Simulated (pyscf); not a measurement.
One hydrogen abstraction on the doublet surface with elements of a group swapped. ωB97M-D3(BJ)/def2-TZVP, eV, from the separated reactants. PySCF, gas phase, ωB97X-D3(BJ)/def2-SVP geometries.

| step | barrier | reaction energy | imaginary mode (i cm⁻¹) |
|---|---|---|---|
| HS–GeH₂• + H₂ → HS–GeH₃ + H• | 1.10 | +0.98 | 690 |
| •H₂Si–SH + H₂ -> H₃Si–SH + H• | (withheld) | (withheld) | 912 |

Question: Complete the blanks.

Answer: 
- •H₂Si–SH + H₂ -> H₃Si–SH + H•, barrier: 0.77
- •H₂Si–SH + H₂ -> H₃Si–SH + H•, reaction energy: +0.58

Each row is the saddle that its search found. Elements up to Kr have no core potential and no relativistic terms here.
